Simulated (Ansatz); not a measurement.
**How far each method lies from full CI for HBeGa, singlet**

Geometry: a point of a stretch scan, not a stationary point.

```xyz
3

Ga    0.0000    0.0000    2.5511
Be    0.0000    0.0000   -0.5959
H     0.0000    0.0000   -1.9552
```

Basis cc-pVDZ; Ansatz 0.2.0. Correlated methods freeze the noble-gas cores and the filled d shells of p-block atoms, which leaves 6 electrons in 31 orbitals. Prefix R: restricted or restricted open-shell reference; prefix U: unrestricted. Active spaces: pair = (2e, 2o) about the gap; valence = (6e, 9o) chosen from the atoms' valence shells. No spin–orbit coupling is included, and no scalar relativity.

Full CI is exact within this basis and frozen core; it isn't the basis-set limit. The frozen core follows each run's orbitals, which can shift R against U totals by a few meV for light atoms and by up to 0.1 eV past Ca.

The UHF ⟨S²⟩ is 0.182 and the T1 diagnostic (RCCSD) is 0.0149. The largest doubles amplitude (RCCSD) is 0.136.

```json
{"level": "RHF", "E − E(full CI) (kcal/mol)": "71.09", "share of correlation (%)": "0.00", "wall time": "–"}
{"level": "RMP2", "E − E(full CI) (kcal/mol)": "21.43", "share of correlation (%)": "69.85", "wall time": "–"}
{"level": "CISD", "E − E(full CI) (kcal/mol)": "6.44", "share of correlation (%)": "90.94", "wall time": "0.96 s"}
{"level": "RCCSD", "E − E(full CI) (kcal/mol)": "2.24", "share of correlation (%)": "96.85", "wall time": "–"}
{"level": "RCCSD(T)", "E − E(full CI) (kcal/mol)": "0.66", "share of correlation (%)": "99.08", "wall time": "1.6 s"}
{"level": "BCCD(T)", "E − E(full CI) (kcal/mol)": "0.65", "share of correlation (%)": "99.08", "wall time": "0.66 s"}
{"level": "RCCSDT", "E − E(full CI) (kcal/mol)": "0.13", "share of correlation (%)": "99.82", "wall time": "–"}
{"level": "RCCSDT(Q)", "E − E(full CI) (kcal/mol)": "0.03", "share of correlation (%)": "99.95", "wall time": "1.9 s"}
{"level": "CASSCF (pair space)", "E − E(full CI) (kcal/mol)": "60.65", "share of correlation (%)": "14.69", "wall time": "–"}
{"level": "NEVPT2 (pair space)", "E − E(full CI) (kcal/mol)": "19.04", "share of correlation (%)": "73.22", "wall time": "1.4 s"}
{"level": "MRCISD (pair space)", "E − E(full CI) (kcal/mol)": "4.37", "share of correlation (%)": "93.85", "wall time": "–"}
{"level": "MRCISD+Q (pair space)", "E − E(full CI) (kcal/mol)": "-0.81", "share of correlation (%)": "101.14", "wall time": "1.6 s"}
{"level": "CASSCF (valence space)", "E − E(full CI) (kcal/mol)": "27.67", "share of correlation (%)": "61.07", "wall time": "–"}
{"level": "NEVPT2 (valence space)", "E − E(full CI) (kcal/mol)": "9.87", "share of correlation (%)": "86.12", "wall time": "4.7 s"}
{"level": "MRCISD (valence space)", "E − E(full CI) (kcal/mol)": "1.19", "share of correlation (%)": "98.33", "wall time": "–"}
{"level": "MRCISD+Q (valence space)", "E − E(full CI) (kcal/mol)": "0.25", "share of correlation (%)": "99.65", "wall time": "6.5 s"}
```

The correlation energy at full CI, counted from RHF, is -3.083 eV. That run took 28 s on 1 thread of Arm Neoverse V1, shared host over 5,065,957 determinants.

Run but not shown, since their state or frozen core can't be matched to the reference's or they repeat it: UHF.

Times hold each run's SCF and search for its determinant on a shared host, so for small cases they say little of a method's own cost; they ran on 1 thread of Arm Neoverse V1.

Not variational, and here over 5 meV under the exact energy: MRCISD+Q (pair space).

The full-CI state has the irrep A1 of C2v, in the program's axes (one component, if the state is degenerate).

Natural occupations of full CI about the gap: 1.951 1.911 1.853 0.078 0.044 0.044 0.023 0.023 0.017 0.009; effectively unpaired electrons, Σ n²(2−n)², 0.16.
